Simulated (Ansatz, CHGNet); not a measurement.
For rock-salt NbC, the machine-learned potential CHGNet 0.3.0 (trained on PBE and PBE+U data) gives:

| Quantity | Value |
|---|---|
| lattice parameter a | 4.506 Å |
| elastic constant C11 | 446 GPa |
| elastic constant C44 | 72.7 GPa |
| Voigt–Reuss–Hill shear modulus | 85.0 GPa |
| enthalpy of formation | -0.517 eV/atom |

Q: What does LDA (plane waves, PAW; Ansatz, an electronic-structure program) give for the same quantities?

A: 
- lattice constant a: 4.427 Å (decreases by 1.8 %)
- elastic constant C11: 743 GPa (grows by 67 %)
- elastic constant C44: 179 GPa (goes up by 150 %)
- Voigt–Reuss–Hill shear modulus: 222 GPa (grows by 160 %)
- formation enthalpy: -0.628 eV/atom (moves by -0.111 eV/atom)

For comparison: lattice constant a 4.47 Å (measured, temperature not stated, not corrected to a static lattice; as tabulated in Zhang et al. (2018), doi:10.1088/1367-2630/aac7f0); elastic constant C11 620 GPa (measured, temperature not stated, not corrected to a static lattice; as tabulated in Wu et al. (2005), arXiv:cond-mat/0412374); elastic constant C44 150 GPa (measured, temperature not stated, no zero-point or thermal correction; as tabulated in Wu et al. (2005), arXiv:cond-mat/0412374); formation enthalpy -0.733 ± 0.01 eV/atom (measured, 298 K, copied from a table, unchecked, no zero-point or thermal correction; as tabulated in Wang et al. (2021), doi:10.1038/s41598-021-94550-5).

Changes are worked out from the printed values.

Unless a cell is named, each level is at its own relaxed cell (CHGNet 0.3.0 11.44, LDA 10.85 Å³/atom).

Ansatz's density-functional and Hartree–Fock values are scalar-relativistic unless marked +SOC, with PAW data made under PBE.
